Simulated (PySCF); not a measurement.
Consider amidogen, `[NH2]` (NH2•, doublet). Non-hydrogen atoms are numbered in `[NH2:1]`.

Level of theory: PBE0-D3(BJ)/ma-def2-TZVP single points in PySCF, grid level 2; every species was optimised with PBE0-D3(BJ)/ma-def2-SVP. The prefix ma- adds one diffuse s and one diffuse p function on all atoms but H. Zero-point and thermal terms (298.15 K, 1 bar) come from unscaled PBE0-D3(BJ)/ma-def2-SVP harmonic frequencies, with soft modes damped to free rotors in the entropy.

(1) What are the vertical and the adiabatic ionisation energy for forming the singlet cation?

(2) What are the vertical and the adiabatic ionisation energy for forming the triplet cation?

(3) Where does the unpaired spin of the relaxed triplet cation sit?

(4) What are the vertical and the adiabatic electron affinity for forming the singlet anion?

(5) Which spin state does oxidation lead to?

Answers

(1) 12.83 eV vertical and 12.76 eV adiabatic, the latter with zero-point energy.

(2) 12.00 eV vertical and 11.06 eV adiabatic, the latter with zero-point energy.

(3) N1 (nitrogen) 2.10 (intrinsic atomic orbital populations).

(4) 0.51 eV vertical and 0.52 eV adiabatic, the latter with zero-point energy.

(5) The triplet, 1.69 eV below the singlet.

Known limits: the singlet was run as a closed shell, which can place it too high against the triplet, even in the wrong order.

Differences come from unrounded values, so a last digit can differ from that of the printed terms.
